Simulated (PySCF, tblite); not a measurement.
## Complex of aluminium trichloride and formaldehyde

A gas-phase complex of aluminium trichloride and formaldehyde; neutral, singlet. The structure comes from a short search (6 tight-binding starts) and was relaxed by PBE0-D3(BJ)/def2-SVPD; another way of binding may lie lower. Frequencies by PBE0-D3(BJ)/def2-SVPD show no clear imaginary mode.

Parts: 1 = aluminium trichloride ([Cl][Al]([Cl])[Cl]), atoms 1–4; 2 = formaldehyde (C=O), atoms 5–8.

```xyz
8

Cl    2.020    0.917    0.199
Al    0.101    0.386   -0.503
Cl   -1.597    0.988    0.597
Cl   -0.052   -1.513   -1.471
C    -0.158    1.221   -3.240
O    -0.039    1.548   -2.073
H    -0.219    2.007   -4.012
H    -0.207    0.152   -3.521
```
Atom numbers follow the order of the file, from 1.

```
 contact  kind (by geometry)  distance (Å)  angle (°)
Al2···O6                bond         1.958          -
```

The parts are joined by the bond Al2–O6, so these are energies of forming such bonds; deforming the relaxed parts to their shape in the adduct costs 6.3 kcal/mol, which the interaction energies leave out.

Interaction energies are complex less parts, with the parts frozen as they stand in it; counterpoise-corrected, in kcal/mol (PySCF).

Problem. How strongly do the parts interact, level by level?

Solution. 
| level | interaction | superposition error removed |
| --- | --- | --- |
| wB97M-D3(BJ)/def2-SVPD | -33.63 | -1.84 |
| PBE0-D3(BJ)/def2-SVPD | -33.69 | -1.91 |

Problem. What holds them together? Decompose the wB97M-D3(BJ)/def2-SVPD energy: frozen parts, their antisymmetrised product, then relaxation.

Solution. electrostatic -53.5, Pauli repulsion +55.9, orbital relaxation -35.3, dispersion correction -2.5 kcal/mol, which sum to the value before the counterpoise correction; the Pauli term holds the exchange-correlation of the frozen density too. Of the attraction, 59 % is electrostatic, 39 % is orbital relaxation, 3 % is dispersion correction.

The parts were also relaxed and run alone, at the levels used for the complex: shieldings by PBE0/pcSseg-2; core levels by delta-SCF with SCAN, pcX-2 on the ionised atom and pcseg-1 elsewhere, spin-free X2C (2p3/2 is the spin-free 2p value less a third of a first-order spin-orbit splitting).

Problem. What does binding change?

Solution. 
```tsv
property	alone	in the complex	change
shielding of Al2 (ppm)	408.6	452.4	+43.8
shielding of O6 (ppm)	-448.9	-265.8	+183.1
Cl1 2p3/2 core level (eV)	206.55	205.57	-0.98
Al2 2p3/2 core level (eV)	83.03	82.00	-1.03
```

Problem. What are the binding energy from relaxed parts (wB97M-D3(BJ)/def2-SVPD), and ΔH and ΔG of association at 298.15 K and 1 atm?

Solution. -27.36 kcal/mol, -25.09 with zero-point energy; ΔH -25.4 and ΔG -15.2 kcal/mol, from harmonic vibrations by PBE0-D3(BJ)/def2-SVPD with low modes damped.
